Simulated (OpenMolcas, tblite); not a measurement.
## How methods differ on CH2Cl2 (dichloromethane)

CH2Cl2: 5 atoms, total charge 0, spin state singlet. As SMILES, `ClCCl`. The coordinates come from a PBE0-D4/def2-TZVP relaxation.

```jsonl
{"atom": "Cl", "x (Å)": "1.6307", "y (Å)": "-0.3387", "z (Å)": "0.2654"}
{"atom": "C", "x (Å)": "-0.1011", "y (Å)": "-0.0827", "z (Å)": "0.0629"}
{"atom": "Cl", "x (Å)": "-0.4742", "y (Å)": "1.2845", "z (Å)": "-0.9848"}
{"atom": "H", "x (Å)": "-0.5250", "y (Å)": "-0.9767", "z (Å)": "-0.3841"}
{"atom": "H", "x (Å)": "-0.5304", "y (Å)": "0.1136", "z (Å)": "1.0406"}
```

Each level gives the dipole moment (D). The values are calculated.

Measured value to compare with: NIST CCCBDB gives the dipole moment of the gas as 1.60 D.

```
             level             kind     program  value (D)  computed − measured   CPU time
          GFN1-xTB   semi-empirical      tblite       1.87                +0.27  under 2 s
    HF/aug-cc-pVDZ     Hartree–Fock  OpenMolcas       1.85                +0.25       11 s
 SVWN5/aug-cc-pVDZ              LDA  OpenMolcas       1.63                +0.03       24 s
   PBE/aug-cc-pVDZ              GGA  OpenMolcas       1.61                +0.01       30 s
revPBE/aug-cc-pVDZ              GGA  OpenMolcas       1.60                 0.00       31 s
 M06-L/aug-cc-pVDZ         meta-GGA  OpenMolcas       1.67                +0.07       41 s
 BHLYP/aug-cc-pVDZ    global hybrid  OpenMolcas       1.74                +0.14       28 s
M06-2X/aug-cc-pVDZ  hybrid meta-GGA  OpenMolcas       1.70                +0.10       39 s
```

Nearest: revPBE/aug-cc-pVDZ (0.00 D); farthest: GFN1-xTB (+0.27 D). The measured dipole is a vibrational average, so differences of a few hundredths of a debye mean little. Computed less measured by kind, in D (aug-cc-pVDZ rows): semi-empirical +0.27; Hartree–Fock +0.25; LDA +0.03; GGA +0.00 to +0.01; meta-GGA +0.07; global hybrid +0.10 to +0.14. CPU times are rough (shared hosts, several kinds of processor): they show what a rung costs within a factor of a few.
